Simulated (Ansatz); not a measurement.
Z-matrix (Å, degrees):
```
C
C 1 1.517
H 1 1.092 2 110.9
H 1 1.094 2 111.0 3 119.5
H 1 1.092 2 111.2 3 -120.5
C 2 1.521 1 113.7 3 -59.0
H 2 1.096 1 109.8 3 -179.7
H 2 1.095 1 110.0 3 64.3
S 6 1.806 2 115.7 1 63.2
H 6 1.094 2 110.2 1 -54.9
H 6 1.094 2 110.8 1 -173.2
C 9 1.796 6 100.4 2 69.5
H 12 1.092 9 111.0 6 57.0
H 12 1.090 9 106.8 6 175.2
H 12 1.091 9 112.2 6 -66.1
```

Charge 0, multiplicity 1.

Task: List the PBE/def2-TZVPP orbital energies in eV (Ansatz). (An estimate is asked.)

Result: The calculation gave: Occupied: -2395.36, -269.54, -269.42, -268.94, -268.49, -208.27, -154.46, -154.34, -154.14, -20.25, -18.79, -17.06, -15.35, -13.79, -11.39, -11.17, -10.31, -10.21, -10.14, -8.83, -8.68, -8.45, -7.96, -7.20, -5.00. Lowest empty: 0.12, 0.40, 1.20, 1.26, 1.49, 1.66, 1.87, 2.49.
